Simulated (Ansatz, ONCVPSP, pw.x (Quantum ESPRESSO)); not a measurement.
**Equation-of-state test of one ONCV potential (chromium)**

ONCVPSP 4.0.1.1 (patched build) input, shortened (lines: element, Z, core and valence counts, functional; n l f; lmax; l rc ep ncon nbas qcut; lloc lpopt rc5 dvloc0; l nproj debl; icmod fcfact rcfact), PBEsol, scalar-relativistic:

```
  Cr 24.00    5    3  -116133      upf
    1    0    2.00
    2    0    2.00
    2    1    6.00
    3    0    2.00
    3    1    6.00
    3    2    5.00
    4    0    0.50
    4    1    0.50
    2
    0    2.75    0.00    4    7    2.70
    1    3.85    0.00    5    9    2.30
    2    2.20    0.00    4    9    7.30
    4    5    1.45   -1.00
    0    2    3.00
    1    2    1.40
    2    2    1.40
    0    0.00    0.00
```

Atomic tests: cutoffs needed: 20 Ha and 23 Ha (the cutoffs (Ha) at which the residual kinetic energy of the hardest occupied pseudo-wave falls to 1 and 0.1 mHa per electron); ghost test: no bound ghost flagged; GHOST(+) flagged for s at 36.1 eV, p at 50.8 eV; configuration tests: 1 of 4 tests not solved or not reliable.

Crystal test: sc Cr in pw.x 7.5, no spin, 14³ k-points, Fermi–Dirac smearing 0.01 Ry, cutoffs 55/220 Ry. The reference is all-electron LAPW (Ansatz 0.2.0) with the same functional, mesh and smearing; V0 and B0 come from Birch–Murnaghan fits to the pressures at five volumes. Errors are pseudo minus all-electron; Δ is the rms difference of the E(V) curves that follow from these fits, minima aligned, over ±6 % about the mean V0. Mesh and smearing are coarse, so the numbers serve the comparison and aren't converged zero-temperature values; the lattice is a test structure that the element need not adopt. Spin polarisation and strong correlation are left out, which matters for this element.

All-electron: a0 = 2.308 Å (V0 = 12.30 Å³/atom), B0 = 205.7 GPa.

How far does the potential miss the all-electron equation of state?

mean pressure error (GPa): +2.26; a0 (Å): 2.317; a0 error (%): +0.39; B0 error (%): -9.9; Δ (meV/atom): 6.1. The largest radius (3.85 bohr) exceeds half the bond length (2.19 bohr), so the spheres overlap, which is one possible source of error among others. The generator flags a localised state at positive energy (s at 36 eV). Atomic configuration tests: 1 of 4 tests not solved or not reliable.

| V (Å³/atom) | P all-electron (GPa) | P pseudo (GPa) |
| --- | --- | --- |
| 11.797 | 9.31 | 10.97 |
| 12.108 | 3.31 | 5.33 |
| 12.418 | -1.96 | 0.35 |
| 12.728 | -6.60 | -4.03 |
| 13.039 | -10.67 | -7.90 |

At the middle volume, how do free energy and pressure move when the wave cutoff is lowered (ecutrho kept at four times it)?

```
cutoff (Ry)  shift of F (meV/atom)  shift of P (GPa)
         25                +6822.4           -282.79
         33                +1237.5            -96.89
         44                  +23.0             -4.17
```

The run at the middle volume (120 k-points, 9 iterations) took about 16 s on one core of a shared host (Neoverse-N1, 64 threads, 124 GiB, load 54).
